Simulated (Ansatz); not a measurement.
`C[Si]S` + NH₃ → `N[Si]S` + CH₄ at 298.15 K and 1 bar (ligand exchange at the Si–C bond).

Gas-phase electronic energies from Ansatz, PBE0-D4/def2-TZVP geometries. CCSD(T)/CBS is the MP2 limit (def2-TZVPP, def2-QZVPP) plus CCSD(T) − MP2 in def2-TZVPP, frozen cores. This one scheme is used for every species. One conformer a species, not always the lowest.

```csv
species,CCSD(T)/CBS energy (Eh),H − E (kJ/mol),S (J/(mol·K))
`C[Si]S`,-727.30578,136.5,304.5
NH₃,-56.50880,100.5,192.4
`N[Si]S`,-743.39408,110.4,290.7
CH₄,-40.46206,127.4,186.2
```

H − E and S are ideal-gas, rigid-rotor, harmonic terms from PBE0-D4/def2-TZVP, for one conformer and one mirror image of each species. 1 Eh = 2625.50 kJ/mol, R = 8.31446 J/(mol·K).

**Question.** By hand: ΔE, ΔH, ΔS and ΔG.

**Answer.** ΔE = (-743.39408) + (-40.46206) − (-727.30578) − (-56.50880) = -0.04156 Eh = -109.1 kJ/mol. Δ(H − E) = 110.4 + 127.4 − 136.5 − 100.5 = 0.8, so ΔH = -108.3 kJ/mol. ΔS = 290.7 + 186.2 − 304.5 − 192.4 = -20.0 J/(mol·K). ΔG = -108.3 − 298.15 × (-20.0)/1000 = -102.3 kJ/mol.

**Question.** By hand: the equilibrium constant, and the temperature at which ΔG would vanish if ΔH and ΔS stayed fixed.

**Answer.** log₁₀ K = −ΔG/(RT ln 10) = 17.9. ΔG = 0 at ΔH/ΔS = 5415 K, far beyond where these terms or the molecules hold.

ΔH outweighs TΔS. A doubt of 5 kJ/mol in ΔE shifts log₁₀ K by 0.9 here. Other conformers and mirror images would add mixing entropy, several J/(mol·K) or more a flexible species. These are equilibria of isolated gas molecules and say nothing of rates. Largest T1 diagnostic: 0.014 (customary marks: 0.02 for closed shells, 0.045 for open ones).
